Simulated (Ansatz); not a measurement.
**SiH2 (SMILES [H][Si][H]): the energy, rung by rung**

SiH2: 3 atoms, total charge 0, spin state singlet. As SMILES, `[H][Si][H]`. The coordinates come from a GFN2-xTB relaxation.

```xyz
3

Si    0.0052   -0.0082   -0.6557
H     1.1102   -0.0200    0.3374
H    -1.1155    0.0282    0.3183
```

Quantity: the energy change with the Si1–H3 bond stretched from 1.485 to 2.970 Å, in eV. The values are calculated.

| level | kind | program | value (eV) | less FCI/3-21G |
| --- | --- | --- | --- | --- |
| revPBE/3-21G (restricted) | GGA | Ansatz | 2.73 | +0.49 |
| r2SCAN/3-21G (restricted) | meta-GGA | Ansatz | 2.98 | +0.74 |
| CAM-B3LYP/3-21G (restricted) | range-separated hybrid | Ansatz | 3.31 | +1.07 |
| wB97X/3-21G (restricted) | range-separated hybrid | Ansatz | 3.50 | +1.26 |
| B2PLYP/3-21G (restricted) | double hybrid | Ansatz | 3.02 | +0.78 |
| MP2/3-21G (restricted) | perturbation theory | Ansatz | 3.09 | +0.85 |
| CCSD(T)/3-21G (restricted) | coupled cluster or CI | Ansatz | 2.24 | 0.00 |
| FCI/3-21G | exact in the basis | Ansatz | 2.24 | 0.00 |

FCI/3-21G is exact within its basis and frozen core, so for wave-function methods in that basis the difference is their error; functionals converge differently with the basis, so for them it is only a difference. The first shape isn't each level's own minimum. The values span 2.24 to 3.50 eV. All rows use very small basis sets, so none should be taken for the real molecule's value.
